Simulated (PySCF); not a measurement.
Core binding energy against partial charge

Species: C5H8.
Numbering: `[CH3:1][C:2]1=[CH:3][C@@H:4]1[CH3:5]`

Geometry (GFN2-xTB, Å), atoms numbered from 1 in this order:
```xyz
13
C5H8 angstrom
C      1.9554   -0.3929   -0.0744
C      0.7056    0.3728   -0.0922
C      0.0031    1.4376    0.1661
C     -0.7387    0.3118   -0.4981
C     -1.7297   -0.5302    0.2786
H      2.7568    0.1804    0.3891
H      2.2450   -0.6540   -1.0930
H      1.8130   -1.3214    0.4795
H     -0.0809    2.4206    0.5587
H     -0.9922    0.4039   -1.5539
H     -2.7264   -0.0932    0.2308
H     -1.7829   -1.5378   -0.1325
H     -1.4326   -0.5973    1.3234
```

Binding energies: PySCF, delta-SCF UKS SCAN, pcX-2 on the ionised atom, pcseg-1 elsewhere, spin-free X2C. Charges: PBE0/pcSseg-1 ground-state density, for the ionised atom.

| atom | environment | C 1s (eV) | Mulliken (e) | IAO (e) | Hirshfeld (e) | ESP (e) |
| --- | --- | --- | --- | --- | --- | --- |
| C3 | alkene CH carbon | 289.99 | -0.135 | -0.197 | -0.070 | -0.438 |
| C5 | methyl carbon | 290.13 | -0.206 | -0.435 | -0.132 | -0.337 |
| C2 | fully substituted alkene carbon | 290.48 | -0.120 | +0.022 | +0.009 | +0.217 |
| C4 | allylic carbon | 290.52 | -0.227 | -0.118 | -0.050 | +0.160 |
| C1 | allylic carbon | 291.06 | -0.182 | -0.436 | -0.106 | -0.593 |

Question: How well does each charge scheme correlate with the binding energies over these sites?

Answer: Hirshfeld: r = 0.02, slope 0.1 eV per e; ESP: r = -0.08, slope -0.1 eV per e; IAO: r = -0.18, slope -0.4 eV per e; Mulliken: r = -0.19, slope -1.7 eV per e. On 5 points no scheme stands out.

Question: The point-charge model writes a binding energy as kq + V + constant, with V the potential of the other atoms' charges at the site. What does it give with the Hirshfeld charges?

Answer: V = Σ 14.40 eV Å × q/r over all other atoms: +0.53 eV at C3, +1.12 eV at C5, -0.90 eV at C2, -0.34 eV at C4, +1.78 eV at C1. Fitting binding energy − V to q gives k = 18.2 eV per e and leaves an rms residual of 0.34 eV, against 0.37 eV for the fit on q alone. The model has no term for differences in relaxation between sites.

The unrestricted hole states depart most from a pure doublet (⟨S²⟩ = 0.75; over 0.85 named) for C 1s of C2 (0.86), which makes this value less certain. Geometry: GFN2-xTB; no solvent, vibrations or thermal averaging.
